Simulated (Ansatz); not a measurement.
Results of LDA (plane waves, PAW; Ansatz, a quantum-chemistry and plane-wave program) for BaCu2SnS4 (P3₁21, No. 152; cell taken from a computed entry).

Numerical settings: plane-wave cutoff 520 eV, 6×6×4 k mesh (along the axes of the cell as run), Fermi–Dirac smearing 0.01 eV, no spin polarisation, scalar-relativistic PAW data made under PBE.

Cell (relaxed with PBEsol):

```xyz
24
Lattice="6.3238 0.0000 0.0000 -3.1619 5.4766 0.0000 0.0000 0.0000 15.5375" Properties=species:S:1:pos:R:3 pbc="T T T"
Ba     1.3574     2.3510     7.7688
Ba     3.6091     0.0000    12.9479
Ba    -1.8046     3.1256     2.5896
Cu     0.9850     2.3829    11.5844
Cu     0.6058     5.1382     1.2261
Cu    -1.5908     3.4321     6.4053
Cu     1.5711     2.0445     3.9531
Cu     4.1469     3.0937    14.3114
Cu     3.7677     0.3384     9.1323
Sn     4.4478     0.0000     5.1792
Sn    -2.2239     3.8519    10.3583
Sn     0.9380     1.6247     0.0000
S      2.7905     3.5597     5.2160
S      1.8458     0.6368    10.3952
S      4.8495     1.2801     0.0369
S      1.6875     4.1965    10.3215
S     -0.3714     1.9169     5.1423
S     -1.3162     4.8398    15.5006
S      4.5644     2.3834     8.4773
S      1.9775     2.7611    13.6565
S      2.9438     0.3320     3.2981
S     -0.2181     5.1446     7.0602
S      1.4025     3.0932     1.8811
S     -1.1844     2.7155    12.2394
```

Question: Predict the band gap.

Answer: 
- band gap: 0.37 eV

Note: cell and atoms aren't relaxed at this level (largest force component 0.06 eV/Å, pressure -2.1 GPa).

Spin–orbit coupling is not included.

Static lattice: no zero-point or thermal effects.

Cost on a shared machine: very roughly 11 core-minutes.
